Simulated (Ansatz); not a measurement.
Predict the output of the script below (the Python package of Ansatz (0.2.0)).

`h2n.py`:
```python
"""Stretching a bond of H2N, the rest held rigid."""

import ansatz as az
import numpy as np

geometry_ang = [
    ("N", (0.30718, -0.18221, 0.15144)),
    ("H", (0.15558, 0.82026, 0.17479)),
    ("H", (-0.46276, -0.63804, -0.32622)),
]
h2n = az.Crystal.molecule()
for symbol, xyz in geometry_ang:
    h2n = h2n.atom(symbol, xyz)

symbols = [site.symbol for site in h2n.cartesian_sites]
start = np.array([site.position_ang for site in h2n.cartesian_sites])
axis = (start[1] - start[0]) / np.linalg.norm(start[1] - start[0])
moving = [1]
lengths, energies = [0.892, 0.933, 0.974, 1.014, 1.055, 1.095, 1.136, 1.197], []
for length in lengths:
    xyz = start.copy()
    xyz[moving] += (length - np.linalg.norm(start[1] - start[0])) * axis
    point = az.Crystal.molecule()
    for symbol, place in zip(symbols, xyz):
        point = point.atom(symbol, place.tolist())
    model = point.calculation().basis(gaussian="6-31G*").functional("hf").spin("collinear", total=1)
    summary = model.run(threads=1).report
    energies.append(summary["free_energy_ev"])
    print(f"r = {length:6.3f} A  E = {energies[-1]:.5f} eV  <S^2> = {abs(summary['mean_field']['state']['spin_squared']):.3f}")

# quartic fit about the minimum
fit = np.polynomial.Polynomial.fit(lengths, np.array(energies) - min(energies), 4).convert()
roots = [r.real for r in fit.deriv().roots() if abs(r.imag) < 1e-9 and fit.deriv(2)(r.real) > 0]
r_e = min(roots, key=lambda r: abs(r - lengths[int(np.argmin(energies))]))
print(f"minimum of the fit at {r_e:.4f} A, force constant {fit.deriv(2)(r_e):.2f} eV/A^2")
```

```console
$ python h2n.py
r =  0.892 A  E = -1511.35216 eV  <S^2> = 0.757
r =  0.933 A  E = -1511.61375 eV  <S^2> = 0.757
r =  0.974 A  E = -1511.74561 eV  <S^2> = 0.757
r =  1.014 A  E = -1511.77736 eV  <S^2> = 0.758
r =  1.055 A  E = -1511.73337 eV  <S^2> = 0.758
r =  1.095 A  E = -1511.63324 eV  <S^2> = 0.759
r =  1.136 A  E = -1511.48631 eV  <S^2> = 0.760
r =  1.197 A  E = -1511.20912 eV  <S^2> = 0.764
minimum of the fit at 1.0094 A, force constant 47.71 eV/A^2
```

Total energies depend on the basis set; only differences at equal settings carry meaning. The rest of the molecule is held rigid at a force-field or estimated start geometry, and the basis set is modest; single-reference methods fail as a bond breaks. The run takes the species as open-shell (spin multiplicity 2), which needn't be its ground state. Hartree-Fock leaves correlation out, so bond, atomisation and ionisation energies come out well too low. Run time: 0.9 s on 1 thread of Arm Neoverse V2, with other jobs on the host, peak memory 0.14 GiB.
